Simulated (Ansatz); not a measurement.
Species: CHO, net charge -1, singlet state. It need not be the lowest isomer of its formula. Whether it binds its extra electron was not tested at this geometry. 
Geometry from a B3LYP-D3(BJ)/def2-TZVP (Ansatz, a quantum-chemistry and plane-wave program) optimisation:
SMILES: [CH-]=O
```xyz
3

O      0.0138    -0.0021     0.6072
C     -0.0215     0.1626    -0.6116
H      0.0184    -0.9591    -1.1879
```
Charge -1, spin multiplicity 1.

Basis-set convergence of Hartree-Fock and CCSD correlation energies (hartree) with Ansatz. Valence correlation only, unless marked. Spin-orbit coupling is left out. No relativistic terms.

| basis | functions | E(HF) | E(corr, CCSD) |
|---|---|---|---|
| def2-SVPD | 51 | -113.13180 | -0.34747 |
| def2-TZVPPD | 94 | -113.26395 | -0.40987 |
| def2-QZVPPD | 162 | -113.26935 | -0.43358 |

Extrapolating the two largest sets (X = 3 and 4) as X^-3: E(corr) = (64·(-0.43358) - 27·(-0.40987))/37 = -0.4509 Eh, an estimate of the basis-set limit. The largest set recovers 96.2 % of it, the smallest 77.1 %.
